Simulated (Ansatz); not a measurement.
Geometry optimisation, RKS r2SCAN-D4/def2-SVP (Ansatz 0.2.0).

Input file:

```yaml
crystal:
  periodic: [false, false, false]
  atoms:
    - { symbol: Al, position_ang: [-1.07919, 1.05817, -1.27449] }
    - { symbol: B, position_ang: [0.4267, 0.77286, 0.13977] }
    - { symbol: Si, position_ang: [0.71655, -1.03128, 0.88667] }
    - { symbol: H, position_ang: [-1.93147, -0.13522, -1.82763] }
    - { symbol: H, position_ang: [-1.56822, 2.39327, -1.93334] }
    - { symbol: H, position_ang: [1.09917, 1.63588, 0.58588] }
    - { symbol: H, position_ang: [0.43362, -2.15596, -0.02214] }
    - { symbol: H, position_ang: [-0.04349, -1.34674, 2.10871] }
    - { symbol: H, position_ang: [2.13759, -1.19331, 1.25672] }
basis:
  gaussian: { orbitals: def2-SVP }
hamiltonian:
  xc: r2scan
  dispersion: d4
relax:
  f_tol: 0.015
  max_steps: 40
output:
  orbitals: {}
```

Launched with:

```bash
$ ansatz run input.yaml --threads 2 --pin off --max-ram 3072MiB --backend cpu --events-out ev --progress --plain --runs-dir out
```

Where does it end, and by what steps?

The forces met the threshold. After 16 steps the energy has fallen by 0.420 eV; H4 moved furthest, 1.47 Å.

```csv
step,energy less start (eV),largest force component (eV/Å),accepted
0,0.0000,0.607,yes
1,-0.1577,0.246,yes
2,-0.1805,0.092,yes
3,-0.1843,0.165,yes
4,-0.2038,0.270,yes
5,-0.2246,0.297,yes
6,-0.2526,0.367,yes
7,-0.2923,0.345,yes
8,-0.3411,0.203,yes
9,-0.3771,0.135,yes
10,-0.3987,0.237,yes
11,-0.4100,0.202,yes
12,-0.4092,0.383,no
13,-0.4175,0.049,yes
14,-0.4182,0.093,yes
15,-0.4202,0.015,yes
16,-0.4203,0.004,yes
```

```xyz
9
Properties=species:S:1:pos:R:3
Al -1.206 1.079 -1.257
B 0.147 0.719 0.315
Si 0.949 -1.075 0.747
H -2.768 0.805 -1.077
H -0.685 1.587 -2.679
H 0.449 1.589 1.106
H 0.941 -2.072 -0.370
H 0.033 -1.607 1.817
H 2.332 -1.027 1.319
```

The run took 52 s on 2 threads of Intel(R) Xeon(R) Platinum 8259CL CPU @ 2.50GHz (Skylake/Cascade Lake), with other jobs on the host, peak memory 0.18 GiB.
